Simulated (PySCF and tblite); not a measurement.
tetrahydrofuran, C4H8O, numbered as in [CH2:1]1[CH2:2][CH2:3][O:4][CH2:5]1.

Search: ETKDG and KDG, MMFF94s, GFN2-xTB, 60 starts; geometries at GFN2-xTB. Weights use PBE0-D3(BJ)/def2-TZVP (IEF-PCM, chloroform) energies plus GFN2-xTB zero-point and thermal terms (modes under about 100 cm⁻¹ blended into free rotors). Symmetry numbers and mirror images are counted. Conformers within 3 kcal/mol (GFN2-xTB free energy) were kept, 10 at most. GIAO shieldings: PBE0/pcSseg-1 (IEF-PCM, chloroform). Shifts are against TMS (¹H), TMS (¹³C) at the same level. Codes: tblite and PySCF.

The 5-ring runs over atoms 1–2–3–4–5. Of a mirror pair one member is shown.

```json
{"conformer": "1", "shape": "5-ring twist (ring torsions 30, -12, -12, 31, -36°)", "weight %": "100.0", "dipole D": "2.15"}
```

Task: How do the computed shifts compare with measured ones?

Result: 
| nucleus | signal | leading conformer | average | measured | medium |
| --- | --- | --- | --- | --- | --- |
| ¹H | H1/H2 | 1.89 | 1.89 | 1.79 | THF-d8 |
| ¹H | H3/H5 | 4.08 | 4.08 | 3.62 | THF-d8 |
| ¹³C | C1/C2 | 30.5 | 30.5 | 26.19 | THF-d8 |
| ¹³C | C3/C5 | 73.2 | 73.2 | 68.03 | THF-d8 |

Measured values: Fulmer et al., Organometallics 2010, 29, 2176. Mean difference for ¹H: 0.28 ppm, scatter 0.18 ppm. Mean difference for ¹³C: 4.74 ppm, scatter 0.43 ppm. The computed shifts are unscaled and lack vibrational corrections.
